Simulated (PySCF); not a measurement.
Compound: CH₄O.
SMILES: `OC`

A linear-response calculation (PySCF, def2-SVPD basis, gas phase, vertical, core orbitals frozen in the response) gave these numbers; the functional is withheld.

Orbital energies (eV): HOMO-3 -12.41, HOMO-2 -12.16, HOMO-1 -9.59, HOMO -8.01, LUMO 0.58, LUMO+1 1.44, LUMO+2 2.65.

| state | E (eV) | f | main configurations (H = HOMO, L = LUMO) |
| --- | --- | --- | --- |
| S1 | 6.96 | 0.0009 | H→L (97%) |
| S2 | 8.10 | 0.040 | H→L+1 (97%) |
| S3 | 8.65 | 0.0004 | H-1→L (98%) |
| S4 | 9.20 | 0.014 | H→L+3 (97%) |
| S5 | 9.24 | 0.070 | H→L+2 (97%) |
| S6 | 9.68 | 0.066 | H-1→L+1 (97%) |

Triplets, Tamm–Dancoff:

```json
{"state": "T1", "E (eV)": "6.63", "λ (nm)": "187.0", "main configurations (H = HOMO, L = LUMO)": "H→L (93%)"}
{"state": "T2", "E (eV)": "7.80", "λ (nm)": "159.0", "main configurations (H = HOMO, L = LUMO)": "H→L+1 (90%)"}
{"state": "T3", "E (eV)": "8.27", "λ (nm)": "149.9", "main configurations (H = HOMO, L = LUMO)": "H-1→L (93%)"}
{"state": "T4", "E (eV)": "8.89", "λ (nm)": "139.5", "main configurations (H = HOMO, L = LUMO)": "H→L+2 (90%)"}
```

Vertical ionisation energy by ΔSCF with the same functional: 10.87 eV. Mean static polarisability: 20.9 au.

Question: Which of these was used?
A. PBE
B. HF
C. PBE0
D. CAM-B3LYP

Answer: C. PBE0 is a global hybrid with 25% exact exchange. In this run −ε(HOMO) = 8.01 eV differs from the ΔSCF value by -2.86 eV, and S1 differs from the orbital gap of 8.60 eV by -1.63 eV. The ratio −ε(HOMO)/IP is 0.74. Small neutral molecules mostly give 0.7 to 0.83 with PBE0, 0.5 to 0.7 with PBE, 0.85 to 0.93 with CAM-B3LYP; Hartree–Fock can't fall below 1, since the ion's relaxation only lowers the ΔSCF value. The other options: PBE, a GGA without exact exchange; HF, time-dependent Hartree–Fock, 100% exact exchange; CAM-B3LYP, range-separated, 19% exact exchange at short range and 65% at long range (ω = 0.33 bohr⁻¹).

Level of theory: PySCF, TDDFT PBE0/def2-SVPD, vertical, gas phase, core orbitals frozen in the response. Isolated species at its PBE0-D3(BJ)/def2-SVP geometry, gas phase.
